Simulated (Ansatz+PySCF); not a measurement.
## doublet N₂(+): levels of theory in one basis

```xyz
2

N     0.0000    0.0000   -1.2205
N     0.0000    0.0000    1.2205
```

Basis set: STO-3G (spherical functions). Frozen core: 2 orbitals. Correlation on ROHF uses semicanonical orbitals with singles. Charge 1, multiplicity 2.

Computed with Ansatz (development build ahead of 0.2.0); each method stands on the lowest determinant of its kind that the runs found.

```tsv
method	E − E(ROHF) (eV)	<S²> of the determinant
ROHF	0.00	0.75
UHF	-6.31	2.75
ROHF-MP2	-1.72	–
UHF-MP2	-6.67	2.75
UHF-CCSD	-6.84	2.75
UHF-CCSD(T)	-6.90	2.75
```

(1) What does full CI (lowest root of this spin) give on the same scale?

(2) Is a single determinant a sound starting point here?

Answers

(1) -7.11 eV.

At such a shape the full CI root can have another spatial symmetry than the determinants, so the rows needn't describe one state.

(2) It is doubtful. Unrestricted orbitals lower Hartree–Fock by 6.31 eV and <S²> is 2.75 where a pure state has 0.75, a sign of strong static correlation.

Caution for ROHF, ROHF-MP2: an unrestricted determinant lies well below. Caution for ROHF, UHF, ROHF-MP2, UHF-MP2, UHF-CCSD, UHF-CCSD(T): the charge can sit on one fragment and break the point group. Caution for UHF, UHF-MP2, UHF-CCSD, UHF-CCSD(T): the unrestricted determinant is a mixture of spin states; the determinant may break the point group. Caution for ROHF-MP2: bonds are stretched, where a single reference can fail. Caution for ROHF-MP2, UHF-MP2: another reference gives a lower total. Caution for UHF-MP2: large amplitudes, a single reference is doubtful. Caution for UHF-CCSD, UHF-CCSD(T): very large amplitudes, the method is breaking down; the amplitudes may be one of several solutions.
